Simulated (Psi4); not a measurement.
# One shape, several levels: SiH3Cl (chlorosilane)

Aim: a comparison of 3 runs (PBE0/3-21G, B3LYP/6-31G*, BLYP/def2-SVP) of SiH3Cl (chlorosilane). 

The calculation is run with Psi4 1.11.

1 further run of the same task is left out (set aside as unsound or not needed).

## 1. The molecule

The species is SiH3Cl (5 atoms), meant as a singlet with charge 0. As SMILES, `[SiH3]Cl`. The shape is that of a PBE0-D4/def2-TZVP optimisation.

Bond lengths: Si1–Cl2 2.054 Å, Si1–H3 1.481 Å, Si1–H4 1.481 Å, Si1–H5 1.481 Å. Angles: Cl2–Si1–H3 108.5°, Cl2–Si1–H4 108.5°, Cl2–Si1–H5 108.5°, H3–Si1–H4 110.4°, H3–Si1–H5 110.4°, H4–Si1–H5 110.4°.

## 2. The energy at PBE0/3-21G (run 1)

Contents of calc.py:

```python
import psi4

psi4.set_memory(1600000000)
psi4.set_num_threads(1)
psi4.set_output_file('psi4.out', False)

molecule = psi4.geometry("""
0 1
Si    -0.112000     0.018600    -0.030900
Cl     1.838300    -0.513500     0.329900
H     -0.950900    -0.488300     1.079100
H     -0.534700    -0.585700    -1.314900
H     -0.190800     1.495400    -0.104700
symmetry c1
""")

psi4.set_options({
    'basis': '3-21G',
    'puream': True,
    'e_convergence': 1e-09,
    'd_convergence': 1e-08,
    'scf_type': 'pk',
    'dft_radial_points': 99,
    'dft_spherical_points': 590,
})

result, w = psi4.energy('pbe0', molecule=molecule, return_wfn=True)
print('E =', round(result, 9))
for k, v in sorted(psi4.core.scalar_variables().items()):
    print(f'{k:45s} {v:18.10f}')
```

On the command line:

```
$ python calc.py
```

psi4.out:

```text
[...]
  Running in c1 symmetry.
[...]
  Nuclear repulsion =   86.337218216617615
[...]
  Multiplicity = 1
[...]
  Nalpha       = 17
  Nbeta        = 17
[...]
    Number of basis functions: 32
[...]
   @RKS iter   1:  -747.45074534333060   -1.97715e-01   5.59006e-03 ADIIS/DIIS
[...]
   @RKS iter   8:  -747.46929689113676   -5.68434e-13   3.28705e-09 DIIS
[...]
    Orbital Energies [Eh]
    ---------------------
    Doubly Occupied:
       1A   -100.990632     2A    -65.824336     3A     -9.460593
       4A     -7.202471     5A     -7.193450     6A     -7.193449
       7A     -5.351097     8A     -3.685383     9A     -3.680813
      10A     -3.680813    11A     -0.866000    12A     -0.584317
      13A     -0.413970    14A     -0.413961    15A     -0.408383
      16A     -0.330532    17A     -0.330528
[...]
  @RKS Final Energy:  -747.46929689113676
   => Energetics <=
    Nuclear Repulsion Energy =             86.3372182166176145
    One-Electron Energy =               -1205.7272662071327431
    Two-Electron Energy =                 409.6168538477231778
    DFT Exchange-Correlation Energy =     -37.6961027483448845
    Empirical Dispersion Energy =           0.0000000000000000
    VV10 Nonlocal Energy =                  0.0000000000000000
    Total Energy =                       -747.4692968911367643
[...]
 Multipole Moments:
 ------------------------------------------------------------------------------------
     Multipole            Electronic (a.u.)      Nuclear  (a.u.)        Total (a.u.)
 ------------------------------------------------------------------------------------
 L = 1.  Multiply by 2.5417464519 to convert [e a0] to [Debye]
 Dipole X            :          4.0876331           -4.9863142           -0.8986811
 Dipole Y            :         -1.1150945            1.3603234            0.2452288
 Dipole Z            :          0.7559696           -0.9222995           -0.1663299
 Magnitude           :                                                    0.9462719
[...]
```

Standard output:

```text
E = -747.469296891
CURRENT ENERGY                                   -747.4692968911
CURRENT REFERENCE ENERGY                         -747.4692968911
DD SOLVATION ENERGY                                 0.0000000000
DFT FUNCTIONAL TOTAL ENERGY                      -747.4692968911
DFT TOTAL ENERGY                                 -747.4692968911
DFT VV10 ENERGY                                     0.0000000000
DFT XC ENERGY                                     -37.6961027483
GRID ELECTRONS ALPHA                               17.0000002137
GRID ELECTRONS BETA                                17.0000002137
GRID ELECTRONS TOTAL                               34.0000004273
NUCLEAR REPULSION ENERGY                           86.3372182166
ONE-ELECTRON ENERGY                             -1205.7272662071
PCM POLARIZATION ENERGY                             0.0000000000
PE ENERGY                                           0.0000000000
SCF ITERATION ENERGY                             -747.4692968911
SCF ITERATIONS                                      8.0000000000
SCF TOTAL ENERGY                                 -747.4692968911
TWO-ELECTRON ENERGY                               409.6168538477
XC GRID RADIAL POINTS                              99.0000000000
XC GRID SPHERICAL POINTS                          590.0000000000
XC GRID TOTAL POINTS                           276371.0000000000
```

It took 4.8 s on 1 thread of Intel Xeon Platinum 8488C (Sapphire Rapids), shared host; peak memory 0.42 GiB.

## 3. Energy and gradient at B3LYP/6-31G(d) (spherical functions) (run 2)

Contents of run.py:

```python
import numpy as np
from ase.calculators.psi4 import Psi4
from ase import Atoms

mol = Atoms(['Si', 'Cl', 'H', 'H', 'H'], positions=[
    [-0.112000, 0.018600, -0.030900],
    [1.838300, -0.513500, 0.329900],
    [-0.950900, -0.488300, 1.079100],
    [-0.534700, -0.585700, -1.314900],
    [-0.190800, 1.495400, -0.104700],
])
calc = Psi4(atoms=mol, method='b3lyp', basis='6-31G*', memory='1600MB', num_threads=1, charge=0, multiplicity=1, label='calc')
calc.psi4.set_options({'puream': True, 'e_convergence': 1e-09, 'd_convergence': 1e-08, 'scf_type': 'pk', 'dft_radial_points': 99, 'dft_spherical_points': 590})
mol.calc = calc

forces = mol.get_forces()
print(f'energy: {mol.get_potential_energy():.6f} eV')
print('forces / eV A^-1')
print(np.round(forces, 5))
```

On the command line:

```
$ python run.py
```

calc.dat:

```text
[...]
  Running in c1 symmetry.
[...]
  Nuclear repulsion =   86.337218216617615
[...]
  Multiplicity = 1
[...]
  Nalpha       = 17
  Nbeta        = 17
[...]
    Number of basis functions: 42
[...]
   @RKS iter   1:  -751.49670800997148   -2.35612e-01   4.72157e-03 ADIIS/DIIS
[...]
   @RKS iter   9:  -751.52585475346291   -1.36424e-12   9.22932e-10 DIIS
[...]
    Orbital Energies [Eh]
    ---------------------
    Doubly Occupied:
       1A   -101.519049     2A    -66.157853     3A     -9.453972
       4A     -7.214594     5A     -7.208173     6A     -7.208173
       7A     -5.320126     8A     -3.680080     9A     -3.676587
      10A     -3.676586    11A     -0.831389    12A     -0.555372
      13A     -0.396378    14A     -0.389723    15A     -0.389714
      16A     -0.318376    17A     -0.318371
[...]
  @RKS Final Energy:  -751.52585475346291
   => Energetics <=
    Nuclear Repulsion Energy =             86.3372182166176145
    One-Electron Energy =               -1210.2412306602404897
    Two-Electron Energy =                 412.9350112261040522
    DFT Exchange-Correlation Energy =     -40.5568535359441853
    Empirical Dispersion Energy =           0.0000000000000000
    VV10 Nonlocal Energy =                  0.0000000000000000
    Total Energy =                       -751.5258547534629088
[...]
 Multipole Moments:
 ------------------------------------------------------------------------------------
     Multipole            Electronic (a.u.)      Nuclear  (a.u.)        Total (a.u.)
 ------------------------------------------------------------------------------------
 L = 1.  Multiply by 2.5417464519 to convert [e a0] to [Debye]
 Dipole X            :          4.3582046           -4.9863142           -0.6281095
 Dipole Y            :         -1.1889113            1.3603234            0.1714121
 Dipole Z            :          0.8060184           -0.9222995           -0.1162810
 Magnitude           :                                                    0.6613811
[...]
  -Total Gradient:
     Atom            X                  Y                   Z
    ------   -----------------  -----------------  -----------------
       1        0.006826808098    -0.001850363054     0.001228494666
       2       -0.008728586469     0.002379663579    -0.001611831380
       3        0.000703905212    -0.000060473536    -0.000098750951
       4        0.000634652518    -0.000027007669     0.000365658866
       5        0.000564522666    -0.000442039703     0.000116298721
[...]
```

Standard output:

```text
energy: -20450.060141 eV
forces / eV A^-1
[[-0.35105  0.09515 -0.06317]
 [ 0.44884 -0.12237  0.08288]
 [-0.0362   0.00311  0.00508]
 [-0.03264  0.00139 -0.0188 ]
 [-0.02903  0.02273 -0.00598]]
```

It took 6.6 s on 1 thread of Intel Xeon Platinum 8488C (Sapphire Rapids), shared host; peak memory 0.54 GiB.

## 4. Energy and gradient at BLYP/def2-SVP (run 3)

Contents of job.py:

```python
import psi4

psi4.set_memory(1600000000)
psi4.set_num_threads(1)
psi4.core.set_output_file('run.log', False)

mol = psi4.geometry("""
0 1
Si    -0.112000     0.018600    -0.030900
Cl     1.838300    -0.513500     0.329900
H     -0.950900    -0.488300     1.079100
H     -0.534700    -0.585700    -1.314900
H     -0.190800     1.495400    -0.104700
symmetry c1
no_reorient
no_com
""")

options = {'reference': 'rks', 'puream': True, 'e_convergence': 1e-09, 'd_convergence': 1e-08, 'scf_type': 'pk', 'dft_radial_points': 99, 'dft_spherical_points': 590}
psi4.set_options(options)

e, wfn = psi4.gradient('blyp/def2-SVP', return_wfn=True)
psi4.oeprop(wfn, 'DIPOLE', 'LOWDIN_CHARGES', 'QUADRUPOLE')
print('gradient / Eh bohr^-1')
print(e.np.round(6))
print(f'energy = {wfn.energy():.10f} Eh')
```

On the command line:

```
$ python job.py
```

run.log:

```text
[...]
  Running in c1 symmetry.
[...]
  Nuclear repulsion =   86.337218216617615
[...]
  Multiplicity = 1
[...]
  Nalpha       = 17
  Nbeta        = 17
[...]
    Number of basis functions: 51
[...]
   @RKS iter   1:  -751.21880453883523   -1.65168e-01   5.20195e-03 ADIIS/DIIS
[...]
   @RKS iter   9:  -751.27008640921622   -2.72848e-11   5.66243e-09 DIIS
[...]
    Orbital Energies [Eh]
    ---------------------
    Doubly Occupied:
       1A   -100.693848     2A    -65.504119     3A     -9.162149
       4A     -6.998609     5A     -6.991039     6A     -6.991038
       7A     -5.094039     8A     -3.518742     9A     -3.514656
      10A     -3.514656    11A     -0.741797    12A     -0.488894
      13A     -0.343684    14A     -0.335105    15A     -0.335097
      16A     -0.265489    17A     -0.265484
[...]
  @RKS Final Energy:  -751.27008640921622
   => Energetics <=
    Nuclear Repulsion Energy =             86.3372182166176145
    One-Electron Energy =               -1209.8928149971627590
    Two-Electron Energy =                 422.5513097697876219
    DFT Exchange-Correlation Energy =     -50.2657993984587250
    Empirical Dispersion Energy =           0.0000000000000000
    VV10 Nonlocal Energy =                  0.0000000000000000
    Total Energy =                       -751.2700864092162192
[...]
  -Total Gradient:
     Atom            X                  Y                   Z
    ------   -----------------  -----------------  -----------------
       1        0.005641993544    -0.001527846744     0.001010720741
       2       -0.014761440268     0.004025570586    -0.002728008453
       3        0.004419050047     0.001384215980    -0.003638547797
       4        0.002959259149     0.001742966700     0.004823924485
       5        0.001740159935    -0.005624641197     0.000531727485
[...]
 Multipole Moments:
 ------------------------------------------------------------------------------------
     Multipole            Electronic (a.u.)      Nuclear  (a.u.)        Total (a.u.)
 ------------------------------------------------------------------------------------
 L = 1.  Multiply by 2.5417464519 to convert [e a0] to [Debye]
 Dipole X            :        -53.3517118           52.9249927           -0.4267191
 Dipole Y            :         15.3244123          -15.2079489            0.1164634
 Dipole Z            :         -9.2162203            9.1372038           -0.0790166
 Magnitude           :                                                    0.4493290
 L = 2.  Multiply by 1.3450342976 to convert [e a0^2] to [Debye ang]
 Quadrupole XX       :       -231.5061609          210.1608529          -21.3453080
 Quadrupole XY       :         55.8738035          -55.6530053            0.2207982
[...]
```

Standard output:

```text
gradient / Eh bohr^-1
[[ 0.005642 -0.001528  0.001011]
 [-0.014761  0.004026 -0.002728]
 [ 0.004419  0.001384 -0.003639]
 [ 0.002959  0.001743  0.004824]
 [ 0.00174  -0.005625  0.000532]]
energy = -751.2700864092 Eh
```

Wall time 6.3 s (1 thread of Intel Xeon Platinum 8488C (Sapphire Rapids), shared host); peak memory 0.59 GiB.

## 5. The series

| run | level | task | energy (Eh) | dipole moment (D) | HOMO energy (eV) | LUMO energy (eV) | wall time |
| --- | --- | --- | --- | --- | --- | --- | --- |
| 1 | PBE0/3-21G | energy | -747.469297 | 2.41 | -8.99 | -0.21 | 4.8 s |
| 2 | B3LYP/6-31G* (spherical functions) | gradient | -751.525855 | 1.68 | -8.66 | -0.24 | 6.6 s |
| 3 | BLYP/def2-SVP | gradient | -751.270086 | 1.14 | -7.22 | -0.37 | 6.3 s |

## 6. What came out

```
                       quantity          value
            run 3: total energy  -751.27009 Eh
           run 3: dipole moment         1.14 D
             run 3: HOMO energy       -7.22 eV
             run 3: LUMO energy       -0.37 eV
           run 3: HOMO–LUMO gap        6.86 eV
run 3: largest force on an atom     0.799 eV/Å
```

The dipole moment (its size) runs from 1.14 D (BLYP/def2-SVP) to 2.41 D (PBE0/3-21G). The two ends differ in method and basis. The HOMO–LUMO gap runs from 6.86 eV (BLYP/def2-SVP) to 8.79 eV (PBE0/3-21G). Totals of different functionals can't be ranked against each other. All runs together took 18 s, the longest 6.6 s.
